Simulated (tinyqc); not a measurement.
Inside a calculation. Method: MP2 on RHF in the sto-3g basis, frozen core, for H2O, spin multiplicity 1. One step of it, computed by the program tinyqc.

Question. Iteration 8 (converged): orbitals. Diagonalise F' = X^T F X, C = X C', fill 5 alpha and 5 beta electrons from the bottom; D = 2 C_occ C_occ^T. Each column has its largest component positive (the first on a tie).

converged F (hartree):
```
             1O 1s      1O 2s     1O 2px     1O 2py     1O 2pz      2H 1s      3H 1s
1O 1s   -20.262299  -5.164447   0.000000   0.000000  -0.024175  -0.758699  -0.758699
1O 2s    -5.164447  -2.402497   0.000000   0.000000  -0.060177  -0.734804  -0.734804
1O 2px    0.000000   0.000000  -0.387997   0.000000   0.000000   0.000000   0.000000
1O 2py    0.000000   0.000000   0.000000  -0.211696   0.000000  -0.344214   0.344214
1O 2pz   -0.024175  -0.060177   0.000000   0.000000  -0.254103  -0.309724  -0.309724
2H 1s    -0.758699  -0.734804   0.000000  -0.344214  -0.309724  -0.374908  -0.214818
3H 1s    -0.758699  -0.734804   0.000000   0.344214  -0.309724  -0.214818  -0.374908
```

X:
```
                1          2          3         4          5          6         7
1O 1s   -0.363551   0.000000   0.721802  0.000000  -0.614424   0.000000  0.188826
1O 2s    1.003603   0.000000  -0.291138  0.000000  -0.309787   0.000000  0.453319
1O 2px   0.000000   0.000000   0.000000  1.000000   0.000000   0.000000  0.000000
1O 2py   0.000000   0.841135   0.000000  0.000000   0.000000   0.687989  0.000000
1O 2pz   0.465651   0.000000   0.669572  0.000000   0.619271   0.000000  0.215568
2H 1s   -0.630454  -0.742663  -0.192569  0.000000   0.159279   0.389605  0.385979
3H 1s   -0.630454   0.742663  -0.192569  0.000000   0.159279  -0.389605  0.385979
```

Give: F' = X^T F X; orbital energies; coefficients C; D after iteration 8.

Answer.

F' = X^T F X (hartree):
```
        1      2       3       4       5       6       7
1  -0.373  0.000   2.390   0.000  -1.973   0.000   0.623
2   0.000  0.534   0.000   0.000   0.000   0.096   0.000
3   2.390  0.000  -8.330   0.000   8.588   0.000  -4.029
4   0.000  0.000   0.000  -0.388   0.000   0.000   0.000
5  -1.973  0.000   8.588   0.000  -9.612   0.000   4.524
6   0.000  0.096   0.000   0.000   0.000  -0.518   0.000
7   0.623  0.000  -4.029   0.000   4.524   0.000  -3.140
```

orbital energies (hartree): MO1 -20.270, MO2 -1.195, MO3 -0.527, MO4 -0.429, MO5 -0.388, MO6 0.439, MO7 0.542

coefficients C:
```
           MO1     MO2     MO3     MO4    MO5     MO6     MO7
1O 1s    0.995  -0.242   0.000   0.089  0.000  -0.105   0.000
1O 2s    0.023   0.903   0.000  -0.455  0.000   0.609   0.000
1O 2px   0.000   0.000   0.000   0.000  1.000   0.000   0.000
1O 2py   0.000   0.000   0.609   0.000  0.000   0.000   0.900
1O 2pz   0.003   0.073   0.000   0.740  0.000   0.736   0.000
2H 1s   -0.004   0.137   0.455   0.345  0.000  -0.687  -0.704
3H 1s   -0.004   0.137  -0.455   0.345  0.000  -0.687   0.704
```

D after iteration 8:
```
         1O 1s   1O 2s  1O 2px  1O 2py  1O 2pz   2H 1s   3H 1s
1O 1s    2.111  -0.471   0.000   0.000   0.103  -0.013  -0.013
1O 2s   -0.471   2.044   0.000   0.000  -0.541  -0.065  -0.065
1O 2px   0.000   0.000   2.000   0.000   0.000   0.000   0.000
1O 2py   0.000   0.000   0.000   0.742   0.000   0.554  -0.554
1O 2pz   0.103  -0.541   0.000   0.000   1.106   0.530   0.530
2H 1s   -0.013  -0.065   0.000   0.554   0.530   0.690  -0.139
3H 1s   -0.013  -0.065   0.000  -0.554   0.530  -0.139   0.690
```
